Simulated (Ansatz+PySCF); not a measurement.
# doublet CHFO(+): levels of theory in one basis

```yaml
atoms:
  - { symbol: C, position_ang: [0.0000, -0.4448, 0.6114] }
  - { symbol: O, position_ang: [0.0000, 0.1879, 1.5340] }
  - { symbol: F, position_ang: [0.0000, 0.1183, -1.1059] }
  - { symbol: H, position_ang: [0.0000, -0.5742, -1.7504] }
```

Basis set: cc-pVTZ (spherical functions). Correlated methods keep 3 orbitals frozen. Correlation on ROHF uses semicanonical orbitals with singles. Charge 1, multiplicity 2.

Computed with Ansatz (development build ahead of 0.2.0) and PySCF 2.14.0; each method stands on the lowest determinant of its kind that the runs found.

| method | E − E(ROHF) (eV) | <S²> of the determinant |
| --- | --- | --- |
| ROHF | 0.00 | 0.75 |
| UHF | -0.25 | 0.86 |
| ROHF-MP2 | -16.98 | – |
| ROHF-CCSD | -16.96 | – |
| UHF-CCSD | -16.96 | 0.86 |
| ROHF-CCSD(T) | -17.67 | – |
| UHF-CCSD(T) | -17.66 | 0.86 |

Q: What does UHF-MP2 give on the same scale?

A: -16.78 eV.

Caution for UHF, UHF-MP2, UHF-CCSD, UHF-CCSD(T): the unrestricted determinant is spin contaminated.
